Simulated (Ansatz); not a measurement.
C2H7FN2 (`CC(N)(N)F`). The species carries charge 0 and has multiplicity 1.

Z-matrix (Å, degrees):
```
C
C 1 1.518
H 1 1.091 2 110.0
H 1 1.091 2 109.6 3 -120.2
H 1 1.092 2 110.8 3 120.5
N 2 1.413 1 111.1 3 -61.8
N 2 1.434 1 116.4 3 61.7
F 2 1.414 1 105.2 3 177.1
H 6 1.010 2 111.8 1 -53.9
H 6 1.012 2 110.0 1 -176.4
H 7 1.011 2 109.9 1 -67.4
H 7 1.011 2 110.7 1 53.3
```

Question: List the harmonic frequencies (cm⁻¹, unscaled) at PBE0-D4/def2-TZVP in Ansatz. (An estimate is asked.)

Answer: The calculation gave: 238, 249, 342, 358, 420, 483, 510, 535, 800, 803, 833, 909, 1000, 1034, 1095, 1236, 1360, 1367, 1415, 1478, 1484, 1636, 1651, 3062, 3141, 3156, 3549, 3551, 3641, 3646.

Question: Is this a minimum?

Answer: Yes, all 30 modes are real.

Question: Give the ideal-gas thermochemistry at 298.15 K and 1 bar (rigid rotor, harmonic oscillator; point group C1, symmetry number 1).

Answer: Zero-point energy 269.0 kJ/mol; H(298) − E = 287.1 kJ/mol; entropy 310.3 J/(mol·K), of which translation 163.2, rotation 106.1, vibration 41.0; G(298) − E = 194.5 kJ/mol.

Question: And at 400, 500, 600, 800 and 1000 K?

Answer: 
| T (K) | H − E (kJ/mol) | S (J/mol/K) | G − E (kJ/mol) |
| --- | --- | --- | --- |
| 400 | 298.5 | 343.2 | 161.2 |
| 500 | 312.1 | 373.4 | 125.4 |
| 600 | 327.4 | 401.3 | 86.6 |
| 800 | 362.5 | 451.6 | 1.2 |
| 1000 | 401.9 | 495.4 | -93.6 |

Question: Rotational constants (cm⁻¹)?

Answer: 0.172, 0.1657, 0.1609.
